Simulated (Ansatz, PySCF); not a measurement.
Species: C2H6N, charge -1, multiplicity 1. It need not be the lowest isomer of its formula. Whether it binds its extra electron was not tested at this geometry. 
Structure (B3LYP-D3(BJ)/def2-TZVP (Ansatz, a first-principles code) minimum search):
SMILES: [CH2-]NC
```xyz
9

C     -0.2459    -0.3411     1.2284
N     -0.1893     0.5091     0.0233
C      0.2439    -0.2186    -1.1473
H      0.7594    -0.4061     1.7078
H     -0.9084     0.1466     1.9644
H      0.4219     1.3325     0.1001
H      1.2326    -0.7173    -1.0449
H      0.3062     0.4565    -2.0215
H     -0.4753    -1.0178    -1.3552
```
Charge -1, spin multiplicity 1.

Total electronic energies in hartree. Valence correlation only, unless marked. Spin-orbit coupling is left out. Non-relativistic unless marked X2C. 

```
level                          program  energy (Eh)
-----------------------  -------------  -----------
TPSSh-D3(BJ)/def2-TZVPD  PySCF + dftd3   -134.55009
M06-2X/def2-TZVPD                PySCF   -134.46673
B2GP-PLYP/def2-TZVPD            Ansatz   -134.37939
SCS-MP2/6-31G*                  Ansatz   -133.94615
SCS-MP2/cc-pVDZ                 Ansatz   -134.01445
CCSD/cc-pVDZ                    Ansatz   -134.05657
CCSD(T)/6-31G*                  Ansatz   -133.99919
X2C-CCSD(T)/cc-pVTZ-DK          Ansatz   -134.29356
```

Totals of different functionals don't rank their quality; only differences between species are comparable.
